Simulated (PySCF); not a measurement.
**SiF⁺ under other conditions**

Aim: change spin, charge, geometry, field or solvent of SiF⁺, one at a time, and compare with the base run.

Method: method and basis as typed in the scripts; program: PySCF 2.14.0.

**1. Starting geometry**

SiF⁺: 2 atoms, charge 1, spin multiplicity 1.

Bond lengths: Si1–F2 1.482 Å.

**2. Base script**

The input, input.py:

```python
from pyscf import gto, dft
from pyscf.geomopt.geometric_solver import optimize

mol = gto.M(
    atom='Si 0 0 0; F 0 0 1.482',
    basis='ano-rcc-vdzp',
    charge=1,
    spin=0,
    symmetry=True,
    verbose=4,
)
mf = dft.UKS(mol, xc='m06l')
mf = mf.sfx2c1e()
mf = mf.density_fit(auxbasis='def2-universal-jkfit')
mf.kernel()
g = mf.nuc_grad_method()
g.grid_response = True
mol_eq = optimize(g.as_scanner(), maxsteps=30)
print('optimised geometry (angstrom)')
print(mol_eq.tostring('raw'))
print('orbital energies (hartree):', [e[max(0, n-3):n+3].round(4) for e, n in zip(mf.mo_energy, mol.nelec)])
```

Started as:

```sh
$ OMP_NUM_THREADS=1 python input.py
```

The log of this run is left out.

It gives: at the starting geometry E(SCF) = -389.729434 Eh, 8 cycles, optimised bond 1.582 Å in 5 steps; the optimisation lowers the energy by 0.230 eV.

**3. PCM, ε = 32.6**

Variant 1 changes solvent: none (gas phase) → PCM, ε = 32.6; step after the SCF: optimize → analyze.

The input, input.py:

```python
from pyscf import gto, dft, solvent

mol = gto.M(
    atom='Si 0 0 0; F 0 0 1.482',
    basis='ano-rcc-vdzp',
    charge=1,
    spin=0,
    symmetry=True,
    verbose=4,
)
mf = dft.UKS(mol, xc='m06l')
mf = mf.sfx2c1e()
mf = mf.density_fit(auxbasis='def2-universal-jkfit')
mf = solvent.PCM(mf)
mf.with_solvent.eps = 32.6
mf.kernel()
mf.analyze()
print('orbital energies (hartree):', [e[max(0, n-3):n+3].round(4) for e, n in zip(mf.mo_energy, mol.nelec)])
```

Started as:

```sh
$ OMP_NUM_THREADS=1 python input.py
```

**4. Charge +2 (doublet)**

Variant 2 changes charge: 1 → 2; spin (2S): 0 → 1.

Edit input.py of step 2 so:

```diff
@@ -6,4 +6,4 @@
     basis='ano-rcc-vdzp',
-    charge=1,
-    spin=0,
+    charge=2,
+    spin=1,
     symmetry=True,
```

Before running it: what results should come out? Wanted: for each run, E(SCF); from base; gap, α spin; after the SCF.

As calculated:

| run | E(SCF) (hartree) | from base (eV) | cycles | gap, α spin (eV) | after the SCF |
| --- | --- | --- | --- | --- | --- |
| base | -389.729434 | 0 | 8 | 6.30 | bond 1.582 Å, -0.230 eV |
| PCM, ε = 32.6 | -389.832346 | -2.8004 | 8 | 6.33 | n/a |
| charge +2 (doublet) | -388.959311 | +20.9561 | 10 | 7.18 | bond 1.567 Å, -0.150 eV |

SCF columns refer to the geometry typed in the script.

What this shows: A continuum solvent with ε = 32.6 lowers the energy by 2.800 eV, a large gain because the system is charged. At the SCF level, going to the doublet with one electron fewer costs 20.96 eV at fixed geometry, against 16.83 eV for the negative of the highest filled level.
